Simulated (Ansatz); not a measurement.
Ansatz (a first-principles code) input (CCSD(T)/aug-pcseg-2):

Ansatz 0.2 input:
```yaml
crystal:
  periodic: [false, false, false]
  atoms:
    - {symbol: C, position_ang: [0.01118773, 0.75889942, -0.01238914]}
    - {symbol: C, position_ang: [1.30488840, 1.02329449, 0.00343307]}
    - {symbol: Cl, position_ang: [-0.63700773, -0.85323169, 0.00417952]}
    - {symbol: H, position_ang: [-0.75905041, 1.51625302, -0.03695357]}
    - {symbol: H, position_ang: [2.05291747, 0.24314247, 0.02802818]}
    - {symbol: H, position_ang: [1.63880765, 2.05237986, -0.00839007]}
basis:
  gaussian:
    orbitals: aug-pcseg-2
magnetization: {spin_polarized: false}
correlation: {method: ccsd_t, electrons: outside_noble_gas}
```

Output:

```
Functional definition: HF
integrals: 0.97 GiB planned
1297 factors; integrals over basis functions are off by at most 1.2e-3 eV
mean field: 0.81 GiB planned
mean field evaluation 1: about -14610.4119 eV, gradient 2.6e1 eV
mean field evaluation 2: about -14610.4136 eV, gradient 2.6e1 eV
mean field evaluation 4: about -14612.3121 eV, gradient 2.7e0 eV
mean field evaluation 8: about -14612.3501 eV, gradient 7.6e-4 eV
mean field evaluation 16: about -14612.3481 eV, gradient 2.9e-1 eV
mean field -14612.35013933 eV, -536.9939630139 hartree, gradient 3.7e-6 eV, S^2 0.000000; 0 other end points of the search recorded, 0 dependent functions left out
7 core orbitals not correlated
reference -14612.35013933 eV, -536.9939630139 hartree; 9, 9 occupied and 195, 195 virtual orbitals, 1297 factors
second order -13.92624209 eV of doubles, -0.00000000 eV of singles
coupled cluster: 1.99 GiB planned
cycle   1  -14.38599500 eV  change   -4.6e-1 eV  update   7.8e-2
cycle   2  -14.74444174 eV  change   -3.6e-1 eV  update   2.5e-2
cycle   3  -14.81871748 eV  change   -7.4e-2 eV  update   1.2e-2
cycle   4  -14.81479599 eV  change    3.9e-3 eV  update   3.1e-3
cycle   5  -14.81535834 eV  change   -5.6e-4 eV  update   1.2e-3
cycle   6  -14.81554169 eV  change   -1.8e-4 eV  update   2.7e-4
cycle   7  -14.81550938 eV  change    3.2e-5 eV  update   1.0e-4
cycle   8  -14.81551481 eV  change   -5.4e-6 eV  update   3.4e-5
cycle   9  -14.81551523 eV  change   -4.2e-7 eV  update   1.6e-5
perturbative correction -0.67323266 eV, -0.0247408439 hartree
Total energy: -14627.83888722 eV, -537.5631640002 hartree
```
